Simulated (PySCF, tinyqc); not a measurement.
Worked calculation: coupled-perturbed Hartree-Fock on RHF in the sto-3g basis, for HF, spin multiplicity 1. The lowest restricted solution is unstable here: a spin-polarised one lies 0.0231 hartree lower (PySCF). One step of it, computed by the program tinyqc.

Question. Coupled step 2. U_ai = -(mu_ai + sum_bj [4 (ai|bj) - (ab|ij) - (aj|bi)] U_bj) / (e_a - e_i); alpha = -4 sum U_ai mu_ai.

U after step 1, order a6:
$$\begin{pmatrix}
0.000097 & 0.134336 & 0.000000 & 0.000000 & -1.526039
\end{pmatrix}$$

dipole integrals <a|z|i> (bohr), order a6:
$$\begin{pmatrix}
-0.043031 & -0.114788 & 0.000000 & 0.000000 & 1.313962
\end{pmatrix}$$

orbital energies (hartree): MO1 -25.932135, MO2 -1.406013, MO3 -0.464910, MO4 -0.464910, MO5 -0.445597, MO6 0.288335

Two-electron integrals over orbitals (pq|rs), unique and non-zero (hartree):
```
(11|11) 5.364864    (21|11) -0.525608   (21|21) 0.081146    (22|11) 1.241904
(22|21) -0.023308   (22|22) 0.879603    (31|31) 0.029522    (32|31) 0.040324
(32|32) 0.191240    (33|11) 1.264029    (33|21) -0.015238   (33|22) 0.899502
(33|33) 0.997514    (41|41) 0.029522    (42|41) 0.040324    (42|42) 0.191240
(43|43) 0.053770    (44|11) 1.264029    (44|21) -0.015238   (44|22) 0.899502
(44|33) 0.889973    (44|44) 0.997514    (51|11) 0.080885    (51|21) -0.012223
(51|22) 0.004865    (51|33) 0.002397    (51|44) 0.002397    (51|51) 0.016241
(52|11) -0.103507   (52|21) 0.004000    (52|22) -0.045140   (52|33) -0.058007
(52|44) -0.058007   (52|51) 0.020446    (52|52) 0.126045    (53|31) -0.005638
(53|32) -0.022918   (53|53) 0.032650    (54|41) -0.005638   (54|42) -0.022918
(54|54) 0.032650    (55|11) 0.856693    (55|21) -0.008124   (55|22) 0.669719
(55|33) 0.655611    (55|44) 0.655611    (55|51) -0.001408   (55|52) -0.008123
(55|55) 0.651631    (61|11) 0.086667    (61|21) -0.013767   (61|22) 0.002796
(61|33) 0.002578    (61|44) 0.002578    (61|51) -0.013125   (61|52) -0.022524
(61|55) 0.004132    (61|61) 0.018385    (62|11) -0.126218   (62|21) 0.003495
(62|22) -0.070253   (62|33) -0.070297   (62|44) -0.070297   (62|51) -0.019904
(62|52) -0.083510   (62|55) -0.019765   (62|61) 0.019481    (62|62) 0.091279
(63|31) -0.005720   (63|32) -0.023565   (63|53) -0.023817   (63|63) 0.028324
(64|41) -0.005720   (64|42) -0.023565   (64|54) -0.023817   (64|64) 0.028324
(65|11) -0.439538   (65|21) 0.007272    (65|22) -0.257598   (65|33) -0.261401
(65|44) -0.261401   (65|51) 0.001239    (65|52) 0.070644    (65|55) -0.086123
(65|61) -0.004099   (65|62) 0.029320    (65|65) 0.248395    (66|11) 0.820552
(66|21) -0.008729   (66|22) 0.625368    (66|33) 0.611841    (66|44) 0.611841
(66|51) 0.008479    (66|52) 0.038183    (66|55) 0.634985    (66|61) -0.006242
(66|62) -0.047668   (66|65) -0.029464   (66|66) 0.657234
```

Give: U after step 2; polarisability.

Answer.

U after step 2, order a6:
$$\begin{pmatrix}
0.000 & 0.140 & 0.000 & 0.000 & -1.570
\end{pmatrix}$$

polarisability = 8.318 bohr^3
